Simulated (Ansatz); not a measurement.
Total energies of C$_{5}$H$_{5}$N (`C=C/C=C/C#N`).

```tsv
atom	x (Å)	y (Å)	z (Å)
C1	-0.256	1.549	-1.562
C2	0.278	0.979	-0.481
C3	-0.168	-0.288	0.042
C4	0.364	-0.868	1.128
C5	-0.089	-2.114	1.627
N6	-0.445	-3.127	2.046
H7	0.098	2.502	-1.934
H8	-1.066	1.074	-2.106
H9	1.089	1.474	0.047
H10	-0.978	-0.787	-0.481
H11	1.174	-0.395	1.674
```

The species carries charge 0 and has multiplicity 1. Geometry: relaxed with PBE0-D4/def2-TZVP. It is one conformer, not always the lowest. Basis def2-TZVPP, Ansatz 0.2.0.

RPA on PBE orbitals: Hartree–Fock energy of these orbitals -246.69172 Eh, correlation -1.54729 Eh (frozen core).

| functional | energy without D4 (Eh) | D4 term (kJ/mol) |
| --- | --- | --- |
| LDA (SPW92) | -246.08182 | – |
| PBE | -248.01142 | -20.4 |
| BLYP | -248.24587 | -45.6 |
| r2SCAN | -248.18110 | -5.3 |
| B97M-V | -248.33169 | – |
| B3LYP | -248.33990 | -32.5 |
| HSE06 (plane-wave form) | -248.01107 | -15.8 |
| BHLYP | -248.17752 | -22.8 |
| CAM-B3LYP | -248.19431 | -17.1 |
| LC-ωPBE | -248.13639 | – |
| ωB97X-V | -248.24900 | – |
| ωB97M-V | -248.23006 | – |
| B2PLYP | -248.12042 | – |
| PBE-QIDH | -247.98067 | – |

Question: Give the same for revPBE, PBE0, r2SCANh, r2SCAN0. (Estimate.)

Answer: The calculation gave: 
```json
{"functional": "revPBE", "energy without D4 (Eh)": "-248.26546", "D4 term (kJ/mol)": "-69.4"}
{"functional": "PBE0", "energy without D4 (Eh)": "-248.02463", "D4 term (kJ/mol)": "-17.1"}
{"functional": "r2SCANh", "energy without D4 (Eh)": "-248.16663", "D4 term (kJ/mol)": "-5.5"}
{"functional": "r2SCAN0", "energy without D4 (Eh)": "-248.14623", "D4 term (kJ/mol)": "-6.1"}
```

B3LYP takes the VWN-RPA correlation (the form of Gaussian; ORCA's B3LYP/G). HSE06 is the plane-wave form, built on full-range PBE exchange. The double hybrids freeze the cores in their second-order part.

LC-ωPBE has ω = 0.4 bohr⁻¹.
